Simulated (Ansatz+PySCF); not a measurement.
doublet H2O2(+): levels of theory in one basis

```xyz
4

O     0.0000    0.4357    0.5209
O     0.0000   -0.4357   -0.5209
H     0.0000   -0.1441    1.3337
H     0.0000    0.1441   -1.3337
```

Basis set: cc-pVTZ (spherical functions). Frozen core: 2 orbitals. Correlation on ROHF uses semicanonical orbitals with singles. Charge 1, multiplicity 2.

Computed with Ansatz (development build ahead of 0.2.0); each method stands on the lowest determinant of its kind that the runs found.

```tsv
method	E − E(ROHF) (eV)	<S²> of the determinant
ROHF	0.00	0.75
UHF	-0.26	0.77
ROHF-MP2	-12.81	–
UHF-MP2	-12.94	0.77
```

Q: Is a single determinant a sound starting point here?

A: Only with care. Unrestricted orbitals gain 0.26 eV and <S²> is 0.77 against 0.75 for a pure state, but several determinants compete.

Caution: the determinant breaks the point group. Caution for ROHF-MP2, UHF-MP2: forces differ strongly between restricted and unrestricted references; MP2 on this radical cation hangs on the determinant chosen; another reference gives a lower total.
